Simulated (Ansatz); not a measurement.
Input file for C2H2F4 (`FC(F)C(F)F`):

```yaml
crystal:
  periodic: [false, false, false]
  atoms:
    - {symbol: F, position_ang: [0.100967, -1.054474, 1.398380]}
    - {symbol: C, position_ang: [0.571536, -0.333117, 0.361863]}
    - {symbol: F, position_ang: [1.167126, -1.174603, -0.506132]}
    - {symbol: C, position_ang: [-0.600282, 0.341692, -0.336845]}
    - {symbol: F, position_ang: [-0.129346, 1.064278, -1.372379]}
    - {symbol: F, position_ang: [-1.196967, 1.182030, 0.531462]}
    - {symbol: H, position_ang: [1.303607, 0.394981, 0.725720]}
    - {symbol: H, position_ang: [-1.331641, -0.386487, -0.701969]}
basis:
  gaussian: {orbitals: def2-TZVPP}
correlation: {method: ccsd_t}
```

```sh
$ ansatz run in.yaml --threads 4 --pin off --events-out ev --progress --plain --max-ram 10444MiB
```

The program prints (abridged):

```
Functional definition: HF
1390 factors; integrals over basis functions are off by at most 1.1e-3 eV
mean field evaluation 1: about -12918.1306 eV, gradient 4.2e1 eV
mean field evaluation 2: about -12918.3504 eV, gradient 4.3e1 eV
mean field evaluation 4: about -12921.5900 eV, gradient 3.8e0 eV
mean field evaluation 8: about -12921.6376 eV, gradient 1.9e-1 eV
mean field -12921.63775561 eV, -474.8614289180 hartree, gradient 1.5e-6 eV, S^2 0.000000; 0 other end points of the search recorded, 0 dependent functions left out
6 core orbitals not correlated: weight in the atoms' cores, before any rotation towards them, 1.000 or more for the frozen orbitals, at most 0.000 for the correlated occupied ones
reference -12921.63775561 eV, -474.8614289180 hartree; 19, 19 occupied and 189, 189 virtual orbitals, 1390 factors
second order -35.74087707 eV of doubles, -0.00000000 eV of singles
cycle   1  -35.29645917 eV  change    4.4e-1 eV  update   1.2e-1
cycle   2  -35.99981352 eV  change   -7.0e-1 eV  update   3.2e-2
cycle   3  -36.15901794 eV  change   -1.6e-1 eV  update   1.5e-2
cycle   4  -36.13797405 eV  change    2.1e-2 eV  update   3.0e-3
cycle   5  -36.13598082 eV  change    2.0e-3 eV  update   1.4e-3
cycle   6  -36.13765023 eV  change   -1.7e-3 eV  update   4.3e-4
cycle   7  -36.13748179 eV  change    1.7e-4 eV  update   1.6e-4
cycle   8  -36.13734756 eV  change    1.3e-4 eV  update   4.1e-5
cycle   9  -36.13735543 eV  change   -7.9e-6 eV  update   1.3e-5
perturbative correction -1.14448819 eV, -0.0420591653 hartree
Total energy: -12958.91959923 eV, -476.2315114005 hartree
```

Hardware: 4 threads of an Arm Neoverse V1 on a shared host. Wall time 47 s, peak host memory 2.4 GiB.

Correlation energy per correlated electron: -0.981 eV. T1 diagnostic: 0.0117.
